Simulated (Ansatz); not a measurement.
# What a trial cell of SrCo2 relaxes into

Method: DFT PBE, scalar-relativistic, plane waves, PAW in Ansatz 0.2.0.

SrCo2 was placed on the AlB2 structure type (P6/mmm, No. 191), with Sr in place of Al, Co in place of B, at a guessed volume.

Input of the last, converged step (default PAW datasets):

```yaml
crystal:
  lattice:
    - [3.8707226701, 0.0, 0.0]
    - [-1.935361335, 3.3521441633, 0.0]
    - [0.0, 0.0, 4.7401136422]
  atoms:
    - { symbol: Sr, position: [0.0, 0.0, 0.0] }
    - { symbol: Co, position: [0.3333333333, 0.6666666667, 0.5], spin: 1.41 }
    - { symbol: Co, position: [0.6666666667, 0.3333333333, 0.5], spin: 1.41 }
basis:
  ecutwfc: 420
kpoints:
  mp_grid: { grid: [12, 12, 10] }
hamiltonian:
  xc: pbe
scf:
  occupations: { method: gaussian, width: 0.1 }
output:
  forces: true
  stress: true
  eigenvalues: true
  populations: true
magnetization:
  spin_polarized: true
relax:
  adjacent_minimum: "off"
  f_tol: 0.01
  max_steps: 80
  cell: { stress_tol: 0.05 }
```

Launched as:

```bash
ansatz run input.yaml --threads 1 --pin off --max-ram 2560MiB --backend cpu --events-out ev --progress --plain --runs-dir out
```

Time: 72 s on 1 thread of AMD EPYC 7R43 64-Core Processor (Zen 3), with other jobs on the host, peak memory 0.63 GiB.

End of the output:

```
SCF converged after 8 iterations
Magnetization: 2.1918 μB (23.0959 up, 20.9041 down)
Absolute magnetization: 3.0785 μB (∫|ρ↑−ρ↓|, with the PAW one-centre terms)
Spin contamination: 0.1649 ħ² per cell (⟨S²⟩ above its minimum at these occupations)
Per-site moments (μB) at R_I (Å): [(-0.106451, 1.343003), (1.295253, 0.922634), (1.295253, 0.922634)]
Free energy (F): -13795.729950 eV
Harris-Foulkes:  -13795.729950 eV  (|F-HF|=3.64e-12)
Internal energy: -13795.721276 eV  (E = F + TS)
E sigma→0 (E₀):  -13795.725613 eV
Entropy (-TS):   -0.008675 eV (-2.892 meV/atom)
Fermi energy:    10.638588 eV
--- Per-component energies (eV) ---
  E_band       = -809.504103
  E_kinetic    = 1156.829425
  E_local      = -9137.633404  (includes V_loc(G=0)·N_el)
  E_nonlocal   = 1114.448205
  E_hartree    = 3828.090323
  E_xc         = -489.857915
  E_vxc        = -570.309907  (∫ρ·V_xc dr)
  E_paw        = -5730.491473  (= ΣΔE_a)
  E_vpaw       = -1029.018902  (= ΣTr[D̂ρ^β])
  E_aug_tail   = 0.000141  (compensation charges beyond the density's cutoff)
  E_ewald      = -4537.106577
  E_smearing   = -0.008675  (= −TS)
  E_closure    = 0.000000  (closes the sum)
  Σ components = -13795.729950   (vs F -13795.729950, Δ=0.00e0)
--- Forces (eV/Å), atoms counted from 1 ---
  atom   1  Sr     0.00000000     0.00000000     0.00000000
  atom   2  Co     0.00000000     0.00000000     0.00000000
  atom   3  Co     0.00000000     0.00000000     0.00000000
  max |Σ_I F_I| component: 2.63e-31 eV/Å
--- Stress (GPa, compression-positive) ---
       -0.006844       0.000000       0.000000
        0.000000      -0.006844       0.000000
        0.000000       0.000000      -0.005177
  P = ⅓ Tr σ = -0.0063 GPa (-0.063 kbar)
  k-point 0 ↑: bands = ["-84.7807", "-84.6784", "-48.2237", "-48.2237", "-47.9473", "-47.9008", "-47.9008", "-47.8701", "-23.9195", "-5.9241", "-5.8357", "-5.8357", "4.9595", "7.8015", "8.2568", "8.2568", "8.5082", "8.5082", "8.6336", "8.6336", "9.5772", "9.5772", "9.8177", "12.5544", "12.7558", "14.2795", "14.2795", "16.9715", "16.9715"]
  k-point 1 ↑: bands = ["-84.7808", "-84.6785", "-48.2237", "-48.2237", "-47.9473", "-47.9008", "-47.9008", "-47.8701", "-23.9193", "-5.9323", "-5.8355", "-5.8355", "5.0380", "7.8220", "8.2467", "8.2467", "8.5105", "8.5105", "8.6225", "8.6225", "9.5867", "9.5867", "9.8262", "11.7861", "13.4112", "14.3442", "14.3442", "16.8996", "16.8996"]
  k-point 2 ↑: bands = ["-84.7808", "-84.6785", "-48.2237", "-48.2237", "-47.9473", "-47.9008", "-47.9008", "-47.8701", "-23.9187", "-5.9535", "-5.8348", "-5.8348", "5.2585", "7.8850", "8.2214", "8.2214", "8.5158", "8.5158", "8.5947", "8.5947", "9.6108", "9.6108", "9.8485", "10.8756", "14.0200", "14.5259", "14.5259", "16.7316", "16.7316"]
  k-point 113 ↓: bands = ["-83.1645", "-83.1645", "-46.7888", "-46.5793", "-46.5793", "-46.3679", "-46.2951", "-46.2951", "-23.9326", "-6.2072", "-6.2072", "-5.9609", "8.1009", "8.4589", "8.4589", "8.8031", "9.8031", "9.8031", "9.8668", "9.8668", "11.2034", "11.2034", "11.6549", "11.9324", "12.1986", "12.4994", "12.4994", "16.7330", "17.5357"]
--- Relaxed structure (3 steps of the walk, 3 accepted, 1 SCFs on fresh bases) ---
  F+E_penalty+E_count = -13795.72995047 eV   max|allowed force component| = 3.238e-17 eV/Å   (the final SCF, on the basis selected at the relaxed cell)
  cell:  # Å, volume = 61.5006 Å³
    - [3.874057, 0.000000, 0.0]
    - [-1.937028, 3.355031, 0.0]
    - [0.0, 0.0, 4.731697]
  atoms:
    - { symbol: Sr, position: [0.000000, 0.000000, 0.0] }
    - { symbol: Co, position: [0.333333, 0.666667, 0.5] }
    - { symbol: Co, position: [0.666667, 0.333333, 0.5] }
--- Löwdin populations: 3 sites ---
  site symbol q [e]    m [muB]
     0     Sr      8.8573    -0.1106
     1     Co     17.1519     1.2925
     2     Co     17.1519     1.2925
  spilling = 0.019067 (of n_electrons = 44.000000)
```

Total energies depend on the potentials used, so only differences within one code and one set of settings carry meaning.

The result has space group P6/mmm (No. 191). Around Sr lie 12 Co at 3.26 Å; Co is coordinated by 3 Co at 2.24 Å.

Against the elements it lies at 0.27 eV/atom. The zero of energy is the elements' standard structures at the same level; no fitted shifts are applied.

The k mesh leaves about 4 meV/atom of noise in metals.

A structure relaxed within its symmetry needn't be a true minimum.